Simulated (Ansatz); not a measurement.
# CHLiSi (SMILES [Li][C]#[SiH]): one structure at several levels

The atoms stand at a structure displaced at random from a GFN2-xTB minimum. How far do the functionals agree with CCSD(T) there?

Program: Ansatz 0.2.0, Gaussian basis. Level of theory: single points in def2-TZVPP. These are calculated values, not measurements.

Correlated methods freeze the cores. The outer core shell of Li, Na, Mg and K is correlated.

**1. Where the work starts**

SMILES `[Li][C]#[SiH]`, 4 atoms, charge 0, spin multiplicity 1.

Atoms are counted from 1 here; the program's logs count them from 0.

Bond lengths: Li1–C2 1.906 Å, C2–Si3 1.753 Å, Si3–H4 1.503 Å. Angles: Li1–C2–Si3 122.6°, C2–Si3–H4 172.1°.

Coordinates:

```
Li   -1.60890    1.36320   -1.11760
C    -1.03740    0.04450    0.13500
Si    0.64700   -0.39520    0.34050
H     2.02090   -0.93630    0.62320
```

**2. CCSD(T)/def2-TZVPP**

File run/in.yaml:

```yaml
crystal:
  periodic: [false, false, false]
  atoms:
    - {symbol: Li, position_ang: [-1.608900, 1.363200, -1.117600]}
    - {symbol: C, position_ang: [-1.037400, 0.044500, 0.135000]}
    - {symbol: Si, position_ang: [0.647000, -0.395200, 0.340500]}
    - {symbol: H, position_ang: [2.020900, -0.936300, 0.623200]}
basis:
  gaussian: {orbitals: def2-TZVPP}
correlation: {method: ccsd_t}
output: {forces: true}
```

The command line of these runs was not kept.

**3. PBE0-D4/def2-TZVPP**

run/in.yaml: that of step 2 with these lines changed.

```diff
@@ -9,3 +9,3 @@
   gaussian: {orbitals: def2-TZVPP}
-correlation: {method: ccsd_t}
-output: {forces: true}
+hamiltonian: {xc: pbe0, dispersion: d4}
+output: {forces: true, orbitals: {seedname: orbitals}}
```

**4. wB97M-V/def2-TZVPP**

run/in.yaml: that of step 3 with these lines changed.

```diff
@@ -9,3 +9,3 @@
   gaussian: {orbitals: def2-TZVPP}
-hamiltonian: {xc: pbe0, dispersion: d4}
-output: {forces: true, orbitals: {seedname: orbitals}}
+hamiltonian: {xc: {name: wB97M-V}}
+output: {forces: true}
```

**5. r2SCAN-D4/def2-TZVPP**

run/in.yaml: that of step 4 with these lines changed.

```diff
@@ -9,3 +9,3 @@
   gaussian: {orbitals: def2-TZVPP}
-hamiltonian: {xc: {name: wB97M-V}}
+hamiltonian: {xc: r2scan, dispersion: d4}
 output: {forces: true}
```

**6. PBE-D4/def2-TZVPP**

run/in.yaml: that of step 5 with these lines changed.

```diff
@@ -9,3 +9,3 @@
   gaussian: {orbitals: def2-TZVPP}
-hamiltonian: {xc: r2scan, dispersion: d4}
+hamiltonian: {xc: pbe, dispersion: d4}
 output: {forces: true}
```

**7. wB97X-V/def2-TZVPP**

run/in.yaml: that of step 6 with these lines changed.

```diff
@@ -9,3 +9,3 @@
   gaussian: {orbitals: def2-TZVPP}
-hamiltonian: {xc: pbe, dispersion: d4}
+hamiltonian: {xc: {name: wB97X-V}}
 output: {forces: true}
```

**8. BLYP-D4/def2-TZVPP**

run/in.yaml: that of step 7 with these lines changed.

```diff
@@ -9,3 +9,3 @@
   gaussian: {orbitals: def2-TZVPP}
-hamiltonian: {xc: {name: wB97X-V}}
+hamiltonian: {xc: {name: BLYP}, dispersion: d4}
 output: {forces: true}
```

(Steps that only read results are left out.)

Before running it: what results should come out? Wanted: energy less free atoms, CCSD(T)/def2-TZVPP; RMS force component; RMS force error; HOMO and LUMO, PBE0-D4; T1 diagnostic.

As calculated:

```
                                  quantity                                                                                           value
energy less free atoms, CCSD(T)/def2-TZVPP                                                                                 -230.4 kcal/mol
                       RMS force component                                                            0.885 to 1.472 eV/Å over the methods
                           RMS force error  PBE0-D4 0.398, wB97M-V 0.542, r2SCAN-D4 0.298, PBE-D4 0.189, wB97X-V 0.598, BLYP-D4 0.129 eV/Å
                    HOMO and LUMO, PBE0-D4                                                                              -5.27 and -1.22 eV
                             T1 diagnostic                                                                                           0.028
```

**Reading.** Against CCSD(T) the functionals' energies less atoms differ by -14.9 to +5.0 kcal/mol, PBE-D4 by -14.9 kcal/mol. A larger basis would deepen the CCSD(T) value, while the functionals are nearly converged already, so the order here is not reliable. The forces of BLYP-D4 come nearest to CCSD(T), those of wB97X-V are farthest. Frozen-core CCSD(T) forces in triple zeta carry basis errors of their own, and this is one geometry, so small gaps rank nothing. The T1 diagnostic is large here, over the usual mark for main-group molecules (transition-metal compounds often pass it harmlessly), so CCSD(T) itself may be off. The restricted Hartree–Fock reference is unstable towards an unrestricted one at one or more of these structures.
